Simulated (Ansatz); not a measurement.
# H7OPSi: the cost of one run

Method: UKS B3LYP-D4/def2-SVP, in Ansatz 0.2.0.

## 1. The structure to begin with

Bond lengths: Si1–H3 1.463 Å, Si1–H4 1.467 Å, Si1–O5 1.626 Å, Si1–P7 2.543 Å, O5–H8 0.953 Å, P7–H9 1.383 Å, P7–H10 1.414 Å. Angles: H3–Si1–H4 106.6°, H3–Si1–O5 107.7°, H3–Si1–P7 125.7°, H4–Si1–O5 107.8°, H4–Si1–P7 100.5°, O5–Si1–P7 107.4°, Si1–O5–H8 120.9°, Si1–P7–H9 90.5°, Si1–P7–H10 118.2°, H9–P7–H10 90.5°.

Structure file:

```xyz
10

Si    0.3006   -0.6258    0.7349
H     1.1683    0.3285   -0.6340
H     1.4058   -1.5560    0.5021
H    -0.7613   -1.3934    1.3947
O     0.8196    0.5054    1.7816
H     0.7368    0.9292   -1.2686
P    -1.0412    0.5656   -1.0671
H     0.5364    1.4118    1.7017
H    -0.7445   -0.4394   -1.9693
H    -2.4204    0.2741   -1.1761
```

## 2. Run 1

150 steps of 0.5 fs at constant energy, with velocities drawn for 300 K.

Input file input.yaml:

```yaml
crystal:
  periodic: [false, false, false]
  atoms:
    - { symbol: Si, position_ang: [0.3006, -0.6258, 0.7349] }
    - { symbol: H, position_ang: [1.1683, 0.3285, -0.634] }
    - { symbol: H, position_ang: [1.4058, -1.556, 0.5021] }
    - { symbol: H, position_ang: [-0.7613, -1.3934, 1.3947] }
    - { symbol: O, position_ang: [0.8196, 0.5054, 1.7816] }
    - { symbol: H, position_ang: [0.7368, 0.9292, -1.2686] }
    - { symbol: P, position_ang: [-1.0412, 0.5656, -1.0671] }
    - { symbol: H, position_ang: [0.5364, 1.4118, 1.7017] }
    - { symbol: H, position_ang: [-0.7445, -0.4394, -1.9693] }
    - { symbol: H, position_ang: [-2.4204, 0.2741, -1.1761] }
magnetization:
  spin_polarized: true
basis:
  gaussian: { orbitals: def2-SVP }
hamiltonian:
  xc: b3lyp
  dispersion: d4
md:
  timestep: 0.5
  n_steps: 150
  ensemble: nve
  temperature: 300.0
  initial_velocities: maxwell_boltzmann
  seed: 846891
```

The run is started by

```
$ ansatz run input.yaml --threads 2 --pin off --max-ram 3072MiB --backend cpu --events-out ev --progress --plain --runs-dir out
```

What time and memory should one allow on 2 threads of Arm Neoverse N1, shared host?

About 9.2 min, with a peak of 0.22 GiB.
